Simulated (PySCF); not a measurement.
Gas-phase reaction: 4 (CH3)3N = 4 N + 3 C4H10 (n-butane) + 3 H2. Level: ωB97M-V/def2-TZVP†; standard pressure 1 bar.

Computed with PySCF and rigid-rotor harmonic-oscillator thermochemistry at 1 bar. S°(298 K) at PBE0/def2-TZVP differs from the NASA 1993 table for C4H10 (n-butane) (-9 J/mol/K); whether the harmonic model or the table's entry is off was not settled. † marks an energy on the PBE0/def2-TZVP geometry and frequencies. Open shells (unrestricted): N (multiplicity 4); the rest are closed-shell singlets. The harmonic model lacks anharmonicity and excited electronic states, which grow with temperature; levels with a mode under 35 cm⁻¹ are left out. Internal rotation in (CH3)3N, C4H10 (n-butane) is treated as a harmonic vibration of one conformer, which makes the entropy rough.

```json
[
 {"T (K)": "800", "1000/T (1/K)": "1.2500", "log10 K": "-67.08"},
 {"T (K)": "1000", "1000/T (1/K)": "1.0000", "log10 K": "?"},
 {"T (K)": "1200", "1000/T (1/K)": "0.8333", "log10 K": "-30.45"},
 {"T (K)": "1400", "1000/T (1/K)": "0.7143", "log10 K": "-19.98"},
 {"T (K)": "1600", "1000/T (1/K)": "0.6250", "log10 K": "-12.14"},
 {"T (K)": "1800", "1000/T (1/K)": "0.5556", "log10 K": "-6.06"}
]
```

Question: Fit log10 K = a + b·(1000/T) to the five rows, get the mean ΔH° and ΔS°, and predict log10 K at 1000 K.

Answer: Means: 1000/T = 0.7956, log10 K = -27.142. Sums of products about the means: Sxy = -26.47383, Sxx = 0.301215, so b = Sxy/Sxx = -87.89 and a = -27.142 − (-87.89)×0.7956 = 42.79.
ΔH° = −R ln 10 × 1000 K × b = −19.145 × (-87.89) = 1683 kJ; ΔS° = R ln 10 × a = 819 J/K. The run's own values go from 1681 kJ and 817 J/K at 800 K to 1674 kJ and 814 J/K at 1800 K.
Prediction at 1000 K: 42.79 + (-87.89)×1.0000 = -45.10. The computed value is -45.11, 0.01 from the line.
For scale, ΔH°(298 K) is 1652 kJ at this level, 1673 kJ at ωB97X-V/def2-TZVP†, and runs from 555 to 3395 kJ over the 18 levels computed.
